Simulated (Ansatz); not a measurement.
# BHF₂: single points off equilibrium

The task here is to estimate one member of a computed series from the others.

Computed with Ansatz 0.2.0, Gaussian basis. Level: single points in def2-TZVPP.

Correlated methods freeze the cores.

## Starting geometry

SMILES `FBF`, 4 atoms, charge 0, spin multiplicity 1.

Atoms are counted from 1 here; the program's logs count them from 0.

Bond lengths: F1–B2 1.317 Å, B2–F3 1.369 Å, B2–H4 1.296 Å. Angles: F1–B2–F3 127.4°, F1–B2–H4 110.6°, F3–B2–H4 122.0°.

Geometry (Å):

```xyz
4

F     1.1761    0.4385   -0.2802
B    -0.0458    0.0053   -0.0505
F    -1.2199    0.5591   -0.4855
H    -0.0202   -1.0698    0.6731
```

The first run:

run/in.yaml reads:

```yaml
crystal:
  periodic: [false, false, false]
  atoms:
    - {symbol: F, position_ang: [1.176100, 0.438500, -0.280200]}
    - {symbol: B, position_ang: [-0.045800, 0.005300, -0.050500]}
    - {symbol: F, position_ang: [-1.219900, 0.559100, -0.485500]}
    - {symbol: H, position_ang: [-0.020200, -1.069800, 0.673100]}
basis:
  gaussian: {orbitals: def2-TZVPP}
correlation: {method: ccsd_t}
output: {forces: true}
```

No record of the launch command was kept for these runs.

Among the steps run: CCSD(T)/def2-TZVPP; PBE0-D4/def2-TZVPP; wB97M-V/def2-TZVPP; r2SCAN-D4/def2-TZVPP; PBE-D4/def2-TZVPP; HSE06-D4/def2-TZVPP; wB97X-V/def2-TZVPP.

One table of the session follows, with a row left open; its other results are not shown here.

| method | RMS force component (eV/Å) | angle to CCSD(T) forces (°) | dipole (D) |
| --- | --- | --- | --- |
| CCSD(T) | 1.240 | reference | 0.53 |
| PBE0-D4 | 1.216 | 5.3 | 0.52 |
| wB97M-V | 1.230 | 0.9 | 0.49 |
| r2SCAN-D4 | 1.206 | 1.5 | 0.45 |
| PBE-D4 | 1.109 | 8.2 | 0.42 |
| HSE06-D4 | ? | ? | ? |
| wB97X-V | 1.211 | 1.9 | 0.52 |

Q: Estimate the row for HSE06-D4 from the others.

The run gave: RMS force component (eV/Å): 1.216; angle to CCSD(T) forces (°): 5.4; dipole (D): 0.52.
